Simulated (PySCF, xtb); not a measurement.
Bonds broken one at a time in the series Al Br-SH. Isolated molecules, 0 K electronic values unless said otherwise. One relaxed conformer stands for each flexible species; it need not be the lowest. Strings in code marks are SMILES.

Quantity: homolytic bond dissociation enthalpy at 298 K (no spin–orbit term), in kJ/mol. Thermal and zero-point terms are GFN2-xTB rigid-rotor harmonic values (xtb).

Level 1: B3LYP/3-21G // r2SCAN-D4/def2-TZVP (PySCF)
Level 2: B3LYP/6-31G* // r2SCAN-D4/def2-TZVP (PySCF)
Level 3: M06-2X/6-31G* // r2SCAN-D4/def2-TZVP (PySCF)
Level 4: PBE/6-31G* // r2SCAN-D4/def2-TZVP (PySCF)

```json
[
 {"species": "S–Al bond of `[SH][Al]([SH])[Br]` (H–S–Al–Br torsion -180°, Br–Al–S–H torsion -180°), giving `[SH]` and `[SH][Al][Br]` (H–S–Al–Br torsion 0°)", "level 1": "326.6", "level 2": "350.7", "level 3": "367.3", "level 4": "363.7"},
 {"species": "S–Al bond of `[SH][Al]([Br])[Br]` (H–S–Al–Br torsion 180°), giving `[Br][Al][Br]` and `[SH]`", "level 1": "325.0", "level 2": "348.5", "level 3": "365.2", "level 4": "362.8"},
 {"species": "Br–Al bond of `[Br][Al]([Br])[Br]`, giving `[Br]` and `[Br][Al][Br]`", "level 1": "356.7", "level 2": "388.1", "level 3": "385.6", "level 4": "400.5"}
]
```
